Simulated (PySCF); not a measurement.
## Which basis set comes closest?

Molecule: `InChI=1S/C4H4S2/c5-4-1-2-6-3-4/h1-3,5H`.

Bonds (- single, = double, # triple, : aromatic): S1-C2 1.769 Å, C2:C3 1.430 Å, C3:C4 1.367 Å, C4:S5 1.718 Å, S5:C6 1.715 Å, C6:C2 1.374 Å. S1 carries H7; C3 carries H8; C4 carries H9; C6 carries H10.

Geometry PBE0-D3(BJ)/def2-SVP throughout; GIAO in PySCF 2.14, gas phase, one conformer, non-relativistic; equivalent atoms averaged; functional PBE0.

Reference values (estimated from measurements, as parent shift plus tabulated substituent increments; solution, not stated per compound (mostly CDCl3 or CCl4); Pretsch, Buehlmann, Badertscher, Structure Determination of Organic Compounds, 4th ed. (2009)): δ(H10) = 6.98 ppm, δ(H8) = 6.76 ppm, δ(H9) = 7.10 ppm. Computed shifts are taken against TMS, calculated as an isolated molecule at each level.

Question: How do the basis sets STO-3G, 6-31G, pcSseg-0, 6-31G*, def2-SVP, cc-pVDZ, pcSseg-1, aug-cc-pVDZ, 6-311+G(2d,p), def2-TZVP, cc-pVTZ, IGLO-III, pcSseg-2 perform against the reference? Times are CPU seconds on shared hosts with different chips, so compare them loosely.

Answer: 
```tsv
basis set	functions	H10	H8	H9	mean abs. error H	core-s
STO-3G	42	6.39	6.03	6.49	0.64	2.8
6-31G	70	7.21	7.05	7.13	0.18	5.6
pcSseg-0	70	6.81	6.64	6.83	0.19	7
6-31G*	100	6.96	6.88	6.88	0.12	7.5
def2-SVP	112	6.88	6.75	6.85	0.12	7.8
cc-pVDZ	112	7.08	6.85	7.06	0.08	9.8
pcSseg-1	136	7.17	7.04	7.12	0.16	28
aug-cc-pVDZ	182	7.41	7.16	7.43	0.39	18
6-311+G(2d,p)	202	7.46	7.19	7.39	0.40	19
def2-TZVP	222	7.39	7.19	7.36	0.37	24
cc-pVTZ	244	7.35	7.08	7.34	0.31	30
IGLO-III	268	7.39	7.14	7.34	0.34	36
pcSseg-2	286	7.43	7.23	7.37	0.40	48
```

For ¹H the closest is cc-pVDZ (0.08 ppm) and the furthest STO-3G (0.64 ppm). Where a smaller basis beats a larger one, errors probably cancel; the largest sets show where the functional converges. One molecule is a small sample, and vibrational and solvent effects are absent from the calculation.

A small basis that lands close on one nucleus may do so by chance; judge by the trend and by all nuclei.
